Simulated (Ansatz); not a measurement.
HCP, singlet: CASSCF and its corrections

Computed with Ansatz's Gaussian-basis code (development build). Basis cc-pVTZ on H/C, cc-pV(T+d)Z on P, nonrelativistic, no frozen core. State-specific CASSCF; RHF is the lowest restricted (open-shell) Hartree–Fock solution met. No symmetry is imposed, so a solution can break that of the shape. The lowest solution met needn't be the lowest there is, nor hold the orbitals that a chemist would pick.

Geometry. A bond is stretched, to 2.10 times the sum of the covalent radii.

```json
{"atom": "H", "x (Å)": "0.0000", "y (Å)": "0.0000", "z (Å)": "-1.0690"}
{"atom": "C", "x (Å)": "0.0000", "y (Å)": "0.0000", "z (Å)": "0.0000"}
{"atom": "P", "x (Å)": "0.0000", "y (Å)": "0.0000", "z (Å)": "3.8500"}
```

(1) What do CASSCF and its corrections give against RHF in CAS(6,6), and what are the occupations?

(2) Roughly how much CPU time does a whole run from the default start take (median of such runs, summed over threads; nearly all runs on one pinned thread of a shared server, mostly Xeon at 2.3 to 2.6 GHz, by a development driver)?

## Answers

(1) CASSCF -7.025 eV, SC-NEVPT2 -14.557 eV; occupations 1.13, 1.03, 1.03, 0.97, 0.97, 0.87.

(2) CAS(6,6): about 3.6 s. Other jobs ran beside these, and the count of passes differs.
